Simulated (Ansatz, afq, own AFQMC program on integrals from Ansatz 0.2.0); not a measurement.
AFQMC on a folder of integrals that Ansatz 0.2.0 wrote.

```yaml
crystal:
  periodic: [false, false, false]
  atoms:
    - {symbol: Si, position_ang: [0.000000, 0.000000, 0.000000]}
    - {symbol: H, position_ang: [-0.011166, 1.090859, 1.083779]}
    - {symbol: H, position_ang: [-0.016843, -1.083830, 1.090736]}
    - {symbol: H, position_ang: [0.016843, 1.083830, -1.090736]}
    - {symbol: H, position_ang: [0.011166, -1.090859, -1.083779]}
basis:
  gaussian: {orbitals: 6-31G}
total_charge: 1
magnetization: {spin_polarized: true, initial_magnetization: 1}
correlation: {method: ccsd_t, electrons: outside_noble_gas, hamiltonian_folder: ham}
```

```sh
$ ansatz run in.yaml --threads 1 --pin off --events-out ev --progress --plain --max-ram 16896MiB --backend cuda --devices 0, --max-vram 18GiB
```

afq runs on the folder ham with

```
--method phaseless --trial cisd --walkers 20 --populations 1 --least-time 40 --time-step 0.0025 --steps-per-block 50 --equilibration-blocks 48 --max-blocks 320 --target-error 0.00064 --factor-cut 0.0001 --start determinant --seed 3335 --taylor-order 8
```

Times are imaginary, in 1/Eh. The walk had a cap of 60 s.

Output of the walk:

```
orbitals 16  electrons 4 3  factors 96 of 268
reference energy -290.72822165 Eh
CCSD correlation -0.07553589 Eh in 10 cycles, weight of the determinant in the CISD state 0.9335
energy of the start -290.803756 Eh
 block  time / (1/Eh)  mean weight  energy / Eh
     1     0.125  1.0001  -290.803464
     2     0.250  0.9999  -290.803330
     3     0.375  1.0009  -290.803403
     4     0.500  1.0007  -290.803680
     5     0.625  1.0007  -290.803704
     8     1.000  1.0009  -290.804089
    15     1.875  0.9999  -290.803755
    36     4.500  0.9999  -290.804251
    57     7.125  0.9999  -290.805382
    78     9.750  0.9997  -290.805253
    85    10.625  0.9999  -290.803745
    99    12.375  1.0003  -290.804168
   120    15.000  1.0014  -290.807017
   141    17.625  1.0011  -290.806775
   162    20.250  0.9996  -290.803848
   183    22.875  0.9993  -290.804639
   204    25.500  0.9989  -290.803846
   225    28.125  0.9998  -290.805467
   246    30.750  0.9990  -290.804049
   267    33.375  1.0010  -290.805158
   288    36.000  0.9997  -290.807830
   302    37.750  1.0011  -290.808447
blocks merged  error / Eh  count
     1  0.000076  259
     2  0.000103  129
     4  0.000136  64
     8  0.000171  32
    16  0.000205  16
    32  0.000213  8
energy -290.805242 +/- 0.000205 Eh
(rows thinned)
```

The run passed its tests (sampling time, drift between the halves within three errors, error under three times the target), which doesn't prove that it has relaxed, ending at its cap on processor time.

Against this walk (error 5.6 meV) on the same determinant: CCSD(T) 11.4 meV higher, CCSDT(Q) 5.1 meV lower (within the noise), CCSDTQ 5.2 meV lower (within the noise), full CI 5.2 meV lower (within the noise), a separate phaseless walk with a CISD trial and standard settings 0.5 ± 5.6 meV lower (within the noise). The error is statistical and leaves out the bias of the constraint.

Cautions: constraint bias not in the error; unrestricted determinant slightly spin contaminated (⟨S²⟩ 0.81 against 0.75); the sampling time fell short of the least asked; so few walkers bias the energy.

The walk took 60 s on 1 × NVIDIA H100 80GB HBM3 with 2 threads of AMD EPYC 7R13 Processor (Zen 3) (shared host) (the card was shared). The log's last line is the phaseless energy.

CCSDT and higher add their correlation energy to the determinant of the CCSD(T) run, since their own runs factorise the integrals more tightly (a shift of under 2 meV). A walk keeps the symmetry of its determinant, which the program's search chose and which needn't be the lowest solution, so a lower state of the same spin and another symmetry isn't excluded.
